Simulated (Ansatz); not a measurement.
# CH4FS: the cost of one run

All numbers below are computed with Ansatz 0.2.0 (RKS BLYP-D4/6-31G*).

## Step 1: The structure to begin with

Bond lengths: C2–S3 1.854 Å, C2–H4 1.082 Å, C2–H5 1.085 Å, C2–H6 1.082 Å, S3–H7 1.332 Å. Angles: C2–S3–H7 93.6°, S3–C2–H4 111.6°, S3–C2–H5 106.6°, S3–C2–H6 109.1°, H4–C2–H5 110.1°, H4–C2–H6 109.5°, H5–C2–H6 109.9°.

Coordinates:

```xyz
7

F     0.0123   -0.0131   -2.5085
C     0.3111    0.0451    0.0274
S    -0.1154   -0.1601    1.8195
H    -0.1229   -0.7403   -0.5779
H     1.3935    0.0115   -0.0387
H    -0.0501    1.0060   -0.3157
H    -1.4285   -0.1491    1.5939
```

## Step 2: Relaxing the start

input.yaml

```yaml
crystal:
  periodic: [false, false, false]
  atoms:
    - { symbol: F, position_ang: [0.0123, -0.0131, -2.5085] }
    - { symbol: C, position_ang: [0.3111, 0.0451, 0.0274] }
    - { symbol: S, position_ang: [-0.1154, -0.1601, 1.8195] }
    - { symbol: H, position_ang: [-0.1229, -0.7403, -0.5779] }
    - { symbol: H, position_ang: [1.3935, 0.0115, -0.0387] }
    - { symbol: H, position_ang: [-0.0501, 1.006, -0.3157] }
    - { symbol: H, position_ang: [-1.4285, -0.1491, 1.5939] }
total_charge: -1
basis:
  gaussian: { orbitals: "6-31G*" }
hamiltonian:
  xc: blyp
  dispersion: d4
relax:
  f_tol: 0.02
  max_steps: 40
```

Launch:

```console
$ ansatz run input.yaml --threads 1 --pin off --max-ram 2048MiB --backend cpu --events-out ev --progress --plain --runs-dir out
```

**Question.** How long does this run take on 1 thread of Arm Neoverse V2, shared host, and how much memory does it need?

About 32 s, with a peak of 0.12 GiB.
